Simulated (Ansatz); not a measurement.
in.yaml

```yaml
crystal:
  periodic: [false, false, false]
  atoms:
    - {symbol: Cl, position_ang: [0.000000, 0.093416, 1.883940]}
    - {symbol: Si, position_ang: [0.000000, -0.234028, -0.130301]}
    - {symbol: Si, position_ang: [0.000000, 0.072390, -2.212571]}
    - {symbol: H, position_ang: [0.000000, 1.218120, -0.982787]}
basis:
  gaussian: {orbitals: cc-pVDZ}
total_charge: 1
magnetization: {spin_polarized: false, initial_magnetization: 1}
correlation: {method: sc_nevpt2, electrons: outside_noble_gas, active_space: {window: {electrons: 3, orbitals: 3}, places: [1, 2]}}
scf: {omitted_lower_state_checks: [cluster_reference]}
```

```sh
$ ansatz run in.yaml --threads 1 --pin off --events-out ev --progress --plain --max-ram 2393MiB
```

(1) One thing in this input was set wrong on purpose, beside settings that are merely unusual. What is the gravest fault, and what does the program do?

Answers

(1) Two definitions of the active space. How the run ends: refused.
```
Error: invalid value for `correlation.active_space`: name one of window, places and ras
```
